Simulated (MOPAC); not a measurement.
MOPAC input (MNDO):

```
MNDO 1SCF GEO-OK AUX(PRECISION=9) THREADS=1
CH2Cl2

C     0.00394345 1    0.00524516 1    0.76725426 1
Cl   -0.01752138 1    1.48253369 1   -0.22626440 1
Cl    0.01529894 1   -1.48548974 1   -0.20614288 1
H    -0.89039947 1   -0.00050138 1    1.37837936 1
H     0.90452024 1    0.01928333 1    1.36901878 1
```

Output:

```
 *******************************************************************************
 **                                                                           **
 **                              MOPAC v23.2.5                                **
 **                                                                           **
 *******************************************************************************
 ** MOPAC's Digital Object Identifier: https://doi.org/10.5281/zenodo.6511958 **
 **                                                                           **
 ** Please cite the open-source release paper for use of this MOPAC version:  **
 ** J. E. Moussa and J. J. P. Stewart (2026)                                  **
 ** MOPAC: An open-source semiempirical molecular orbital program             **
 ** J. Open Source Softw., 11(119), 8025, https://doi.org/10.21105/joss.08025 **
 *******************************************************************************

                              MNDO CALCULATION RESULTS

 *******************************************************************************
 *  MNDO       - The MNDO Hamiltonian to be used
 *  GEO-OK     - OVERRIDE INTERATOMIC DISTANCE AND OTHER SAFETY CHECKS
 *  1SCF       - DO 1 SCF AND THEN STOP
 *  AUX        - OUTPUT AUXILIARY INFORMATION
 *******************************************************************************
MNDO 1SCF GEO-OK AUX(PRECISION=9) THREADS=1
 CH2Cl2

   ATOM   CHEMICAL          X               Y               Z
  NUMBER   SYMBOL      (ANGSTROMS)     (ANGSTROMS)     (ANGSTROMS)

     1       C          0.00394345  *   0.00524516  *   0.76725426  *
     2      Cl         -0.01752138  *   1.48253369  *  -0.22626440  *
     3      Cl          0.01529894  *  -1.48548974  *  -0.20614288  *
     4       H         -0.89039947  *  -0.00050138  *   1.37837936  *
     5       H          0.90452024  *   0.01928333  *   1.36901878  *

          CARTESIAN COORDINATES

    NO.       ATOM           X           Y           Z

     1         C          0.0039      0.0052      0.7673
     2        Cl         -0.0175      1.4825     -0.2263
     3        Cl          0.0153     -1.4855     -0.2061
     4         H         -0.8904     -0.0005      1.3784
     5         H          0.9045      0.0193      1.3690

  H: (MNDO): M.J.S. DEWAR, W. THIEL, J. AM. CHEM. SOC., 99, 4899, (1977)
  C: (MNDO): M.J.S. DEWAR, W. THIEL, J. AM. CHEM. SOC., 99, 4899, (1977)
 Cl: (MNDO): M.J.S.DEWAR, H.S.RZEPA, J. COMP. CHEM., 4, 158, (1983)

           Empirical Formula: C H2 Cl2  =     5 atoms

      MOLECULAR POINT GROUP   :   C2v

      RHF CALCULATION, NO. OF DOUBLY OCCUPIED LEVELS = 10

 -------------------------------------------------------------------------------
 MNDO 1SCF GEO-OK AUX(PRECISION=9) THREADS=1
 CH2Cl2

     1SCF WAS SPECIFIED, SO BFGS WAS NOT USED
     SCF FIELD WAS ACHIEVED

                              MNDO CALCULATION
                                                       MOPAC v23.2.5 Linux

          FINAL HEAT OF FORMATION =        -27.57915 KCAL/MOL =    -115.39117 KJ/MOL

          COSMO AREA              =         98.06 SQUARE ANGSTROMS
          COSMO VOLUME            =         82.23 CUBIC ANGSTROMS

          IONIZATION POTENTIAL    =         12.496315 EV
          HOMO LUMO ENERGIES (EV) =        -12.496  0.065
          NO. OF FILLED LEVELS    =         10
          MOLECULAR WEIGHT        =         84.9328         POINT GROUP:  C2v

          MOLECULAR DIMENSIONS (Angstroms)

            Atom       Atom       Distance
           Cl     3   Cl     2     2.96827
           Cl     2    H     4     1.82580
           Cl     2    H     5     1.56319

          SCF CALCULATIONS        =          1

   ATOM   CHEMICAL          X               Y               Z
  NUMBER   SYMBOL      (ANGSTROMS)     (ANGSTROMS)     (ANGSTROMS)

     1       C          0.00394345  *   0.00524516  *   0.76725426  *
     2      Cl         -0.01752138  *   1.48253369  *  -0.22626440  *
     3      Cl          0.01529894  *  -1.48548974  *  -0.20614288  *
     4       H         -0.89039947  *  -0.00050138  *   1.37837936  *
     5       H          0.90452024  *   0.01928333  *   1.36901878  *

                             CARTESIAN COORDINATES

   1    C        0.003943450     0.005245160     0.767254260
   2   Cl       -0.017521380     1.482533690    -0.226264400
   3   Cl        0.015298940    -1.485489740    -0.206142880
   4    H       -0.890399470    -0.000501380     1.378379360
   5    H        0.904520240     0.019283330     1.369018780

           Empirical Formula: C H2 Cl2  =     5 atoms

      MOLECULAR POINT GROUP   :   C2v

                  EIGENVALUES
 -32.51283 -25.67404 -24.80329 -17.02138 -16.48863 -16.41611 -13.23488 -12.97486
 -12.74258 -12.49632   0.06499   0.43123   2.80291   3.59071

              NET ATOMIC CHARGES AND DIPOLE CONTRIBUTIONS

  ATOM NO.   TYPE          CHARGE      No. of ELECS.   s-Pop       p-Pop
    1          C           0.211364        3.7886     1.24239     2.54625
    2         Cl          -0.157575        7.1576     1.98512     5.17246
    3         Cl          -0.157575        7.1576     1.98512     5.17246
    4          H           0.051893        0.9481     0.94811
    5          H           0.051893        0.9481     0.94811
 DIPOLE           X         Y         Z       TOTAL
 POINT-CHG.     0.009     0.012     1.791     1.791
 HYBRID         0.000     0.000     0.027     0.027
 SUM            0.009     0.012     1.818     1.818

          ATOMIC ORBITAL ELECTRON POPULATIONS

     Atom    s        px        py        pz
    1  C   1.24239   0.96976   0.74525   0.83123
    2 Cl   1.98512   1.99317   1.42431   1.75498
    3 Cl   1.98512   1.99325   1.41462   1.76459
    4  H   0.94811
    5  H   0.94811

 **********************
 *                    *
 * JOB ENDED NORMALLY *
 *                    *
 **********************

 == MOPAC DONE ==
```
